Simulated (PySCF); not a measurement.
disulfur (S2), SMILES S=S (connectivity only; charge and spin as stated), neutral, multiplicity 3. Atoms are numbered in the order given.

```xyz
2

S      0.0000     0.0000    -0.9553
S      0.0000     0.0000     0.9553
```
Charge 0, spin multiplicity 3.

Geometry optimised at PBE-D3(BJ)/def2-TZVPD.

Computed with B3LYP/pcH-1 in PySCF.

Unrestricted Kohn–Sham, ⟨S²⟩ = 2.005. Hyperfine tensors hold the contact and dipolar terms, without spin-orbit corrections.

Task: Estimate the hyperfine couplings. (The exact figures need the calculation; the answer reports its results.)

Result: 
| nucleus | A(iso) (MHz) | A(iso) (G) | dipolar principal values (MHz) |
|---|---|---|---|
| 33S no. 1 | 8.4 | 3.0 | -53.4, 26.7, 26.7 |
| 33S no. 2 | 8.4 | 3.0 | -53.4, 26.7, 26.7 |
